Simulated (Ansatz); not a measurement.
## [GeH$_{3}$···H···Si], triplet in cc-pVDZ: errors against UCCSDT(Q)

Geometry: a point of a hydrogen-transfer path between rigid fragments, not a stationary point.

```xyz
6

Ge   -1.0126    0.0000    0.0000
H    -1.5241    1.4466    0.0000
H    -1.5241   -0.7233    1.2528
H    -1.5241   -0.7233   -1.2528
H     0.6354    0.0000    0.0000
Si    2.7604    0.0000    0.0000
```

Basis cc-pVDZ; Ansatz 0.2.0. Only valence electrons are correlated (noble-gas cores and the filled d shells of p-block atoms frozen), which leaves 12 electrons in 46 orbitals. R marks a restricted (for open shells ROHF) determinant, U an unrestricted one. Active spaces: pair = (4e, 4o) about the gap. No spin–orbit coupling is included, and no scalar relativity.

Full CI isn't at hand for all of this; UCCSDT(Q) serves as the reference, and is uncertain by about the last step of the cluster series. The frozen core follows each run's orbitals, which can shift R against U totals by a few meV for light atoms and by up to 0.1 eV past Ca.

```
UHF ⟨S²⟩                          : 2.019
T1 diagnostic (RCCSD)             : 0.0167
largest doubles amplitude (RCCSD) : 0.057
T1 diagnostic (UCCSD)             : 0.0132
```

| level | E − E(RHF) (eV) |
| --- | --- |
| UHF | -0.1137 |
| UMP2 | -4.5482 |
| UCCSD | -5.8494 |
| UCCSD(T) | -5.9655 |

(1) Estimate how far UCCSDT(Q) in cc-pVDZ lies from UCCSD(T). The table doesn't fix it; the size of (T) and the diagnostics are the guide.

(1) UCCSDT(Q) in cc-pVDZ lies 3.3 kJ/mol below UCCSD(T), which is 29 % of the (T) step (-11.2 kJ/mol). The diagnostics give no warning, yet the rest is a sizeable part of (T).

The other levels:

| level | E − E(UCCSDT(Q)) (kJ/mol) | share of correlation (%) | wall time |
| --- | --- | --- | --- |
| UCCSDT | 0.4 | 99.93 | – |

The correlation energy at UCCSDT(Q), counted from RHF, is -6.000 eV. That run took 73 s on 1 thread of Intel Xeon Platinum 8259CL, shared host.

Run but not shown, since their state or frozen core can't be matched to the reference's or they repeat it: RHF, RMP2, CISD, RCCSD, RCCSD(T), BCCD(T), RCCSDT, RCCSDT(Q), CASSCF (pair space), MRCISD (pair space), MRCISD+Q (pair space).

Times hold each run's SCF and search for its determinant on a shared host, so for small cases they say little of a method's own cost; they ran on 1 thread of Intel Xeon Platinum 8259CL.
